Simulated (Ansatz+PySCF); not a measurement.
The numbers below are computed, except where a source is named.
Several solutions for singlet NO(+)

```tsv
atom	x (Å)	y (Å)	z (Å)
N	0.0000	0.0000	-0.5653
O	0.0000	0.0000	0.4946
```

Basis set: def2-SVP (spherical functions). Charge 1, multiplicity 1.

CASSCF(2,2) was run from several starts with Ansatz (development build ahead of 0.2.0) and PySCF 2.14.0. The starts are those of the Hartree–Fock orbitals from which the active space was taken at the frontier.

| run | program | start | converged | energy (hartree) | <S²> |
| --- | --- | --- | --- | --- | --- |
| A | Ansatz | stability test followed | yes | -128.83916 | 0.00 |
| B | Ansatz | atomic start, no search | yes | -128.81393 | 0.00 |
| C | Ansatz | search for the lowest state | yes | -128.83916 | 0.00 |
| D | PySCF | program defaults | yes | -128.81393 | 0.00 |

Q: Which runs reached the lowest solution of this kind, and what is wrong with the others?

A: A, C reached the lowest solution found. Converged but too high: B by 0.69 eV, D by 0.69 eV. Convergence only shows a stationary point; in CASSCF the end hangs on which orbitals enter the active space. Caution: other starts end on other solutions of this active space.
